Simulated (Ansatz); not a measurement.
# AlHS (singlet): wave-function methods side by side at scale of all distances = 1.000, 6-31G

How much of the correlation energy of AlHS (singlet) does each wave-function method recover here?

Program: Ansatz 0.2.0, Gaussian basis. Level of theory: 6-31G, core rule «outside noble gas», up to 10 orbitals frozen. These are calculated values, not measurements.

The runs, in order: UHF; CCSD(T) on RHF; BCCD(T) on RHF; CISD; CCSDT(Q) on RHF; CISDTQ; CCSDTQ on RHF; CASSCF and MRCISD+Q, 2 electrons in 2 orbitals; CASSCF and NEVPT2, 2 electrons in 2 orbitals; CASSCF and MRCISD+Q, 10 electrons in 9 orbitals; CASSCF and MRCISD+Q(relaxed), 10 electrons in 9 orbitals; CASSCF and NEVPT2, 10 electrons in 9 orbitals; Full CI.

19 further runs of the same task are left out: 16 that didn't finish, 3 set aside as unsound or not needed. Runs told in other sessions of the task aren't counted.

## 1. The geometry

The geometry derives from a PBE0/def2-TZVP stationary point (not a proven minimum). All distances are scaled together.

3 atoms, charge 0, spin multiplicity 1.

Atoms are counted from 1 here; the program's logs count them from 0.

Bond lengths: Al1–S2 1.999 Å, Al1–H3 1.569 Å. Angles: S2–Al1–H3 180.0°.

## 2. UHF

Input file in.yaml:

```yaml
crystal:
  periodic: [false, false, false]
  atoms:
    - {symbol: Al, position_ang: [0.000000, 0.000000, 0.143100]}
    - {symbol: S, position_ang: [0.000000, 0.000000, -1.855700]}
    - {symbol: H, position_ang: [0.000000, 0.000000, 1.712600]}
basis:
  gaussian: {orbitals: 6-31G}
magnetization: {spin_polarized: true, initial_magnetization: 0}
hamiltonian: {xc: hf}
output: {orbitals: {seedname: orbitals}}
```

Launch:

```sh
$ ansatz run in.yaml --threads 1 --pin off --events-out ev --progress --plain --max-ram 2393MiB
```

After this run come: CCSD(T) on RHF; BCCD(T) on RHF; CISD; CCSDT(Q) on RHF; CISDTQ; CCSDTQ on RHF; CASSCF and MRCISD+Q, 2 electrons in 2 orbitals; CASSCF and NEVPT2, 2 electrons in 2 orbitals; CASSCF and MRCISD+Q, 10 electrons in 9 orbitals; CASSCF and MRCISD+Q(relaxed), 10 electrons in 9 orbitals; CASSCF and NEVPT2, 10 electrons in 9 orbitals; Full CI.

**Question.** What will the summary of the whole plan be? Wanted: FCI from the RHF energy; RMP2 from FCI; RCCSD from FCI; RCCSD(T) from FCI; RCCSDT(Q) from FCI; NEVPT2 valence from FCI; MRCISD+Q valence from FCI; MRCISD+Q(relaxed) valence from FCI; T1 diagnostic.

**Answer**, as computed:

| quantity | value |
| --- | --- |
| FCI from the RHF energy | -3.0195 eV |
| RMP2 from FCI | +530.7 meV |
| RCCSD from FCI | +153.6 meV |
| RCCSD(T) from FCI | +26.8 meV |
| RCCSDT(Q) from FCI | -3.9 meV |
| NEVPT2 valence from FCI | +246.4 meV |
| MRCISD+Q valence from FCI | +7.8 meV |
| MRCISD+Q(relaxed) valence from FCI | -0.6 meV |
| levels within 1 kcal/mol (43 meV) | RCCSD(T), BCCD(T), RCCSDT, CISDTQ, RCCSDT(Q), RCCSDTQ, MRCISD valence, MRCISD+Q valence, MRCISD+Q(relaxed) valence |
| T1 diagnostic | 0.033 |
| effectively unpaired electrons | 0.07 |

What this shows: RCCSD(T) misses by +26.8 meV, 0.9 % of the correlation energy. RCCSDT, RCCSDT(Q), RCCSDTQ fall below full CI, which methods that aren't variational can do. One determinant dominates. Of the multireference levels listed MRCISD+Q(relaxed) valence comes nearest in total energy (-0.6 meV), which doesn't show that its space is the better one. These misses are within one basis, not against nature.
